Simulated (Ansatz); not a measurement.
## PBE against other levels and measurement: cubic perovskite SrTiO3 (cubic form, which distorts at low temperature)

Programs: Ansatz (a program for electronic structure).

| property | PBE | LDA | HSE06 | reference | PBE less reference |
|---|---|---|---|---|---|
| lattice constant a (Å) | 3.936 | 3.854 | 3.895 | 3.89 | +1.18 % |
| bulk modulus B0 (GPa) | 170 | 202 | 193 | 172* | -1.2 % |
| cohesive energy (eV/atom) | 6.39 | 7.50 | – | – | – |
| band gap (eV), at the measured cell, all with SOC | 1.87 | 1.77 | 3.32 | 3.59 | -1.72 eV |
| high-frequency dielectric constant | 6.29 | 6.30 | – | 5.2* | +21 % |
| elastic constant C11 (GPa) | 314 | 383 | 356 | 318* | -1.3 % |
| elastic constant C44 (GPa) | 110 | 119 | 126 | 124* | -11.3 % |
| polycrystal shear modulus (GPa) | 109 | 126 | 125 | – | – |
| formation enthalpy (eV/atom) | -3.138 | -3.549 | -3.282 | -3.416 | +0.278 eV/atom |
| direct gap at Γ (eV), at the measured cell, all with SOC | 2.20 | 2.10 | 3.68 | – | – |

PBE is well off the measurement for the lattice constant a (+1.18 %, at least halved by HSE06); band gap (-1.72 eV, at least halved by HSE06); elastic constant C44 (-11.3 %); formation enthalpy (+0.278 eV/atom, at least halved by LDA, HSE06).  In between, or not called against an uncorrected reference: bulk modulus (-1.2 %), high-frequency dielectric constant (+21 %), elastic constant C11 (-1.3 %). Where no measured value is used, PBE differs from LDA by -1.11 eV/atom in the cohesive energy; from HSE06 by -12.8 % in the Voigt–Reuss–Hill shear modulus; from HSE06 by -1.48 eV in the direct gap at Γ.

A star marks values at room or unstated temperature without corrections; heat and zero-point motion as a rule enlarge cells and lower moduli and gaps.

Low-temperature values still hold zero-point motion unless their source removed it.

The measured gap has a computed or estimated zero-point shift taken out.

Called well off clearly beyond 0.67 % for the lattice constant a, 0.20 eV for the band gap, 20 % for the high-frequency dielectric constant, 0.100 eV/atom for the formation enthalpy (bounds picked here from the quality of each reference); the elastic constant C44 is called against an uncorrected reference, since a correction would as a rule widen the miss or is far smaller.

The references are measured values: lattice constant a low temperature, bulk modulus room temperature, band gap corrected to a static lattice, high-frequency dielectric constant unstated, elastic constant C11 room temperature, elastic constant C44 room temperature, formation enthalpy low temperature.

Unless a row names a cell, each level is at its own relaxed cell.

Density-functional gaps are differences of (generalised) Kohn–Sham levels.

Caveats: hybrids on metals are sensitive to the k mesh and can open a false gap (HSE06); the relaxation could not lower the start's symmetry, so the cell can be a saddle point above a distorted one (PBE, LDA, HSE06). Ansatz's density-functional and Hartree–Fock values are scalar-relativistic unless marked +SOC, with PAW data made under PBE.

References as tabulated in Frostenson et al. (2021), arXiv:2109.07393; Bilc et al. (2008), arXiv:0805.0753; Guennou et al. (2010), arXiv:0910.0710; Miglio et al. (2020), arXiv:2011.12765 and others.
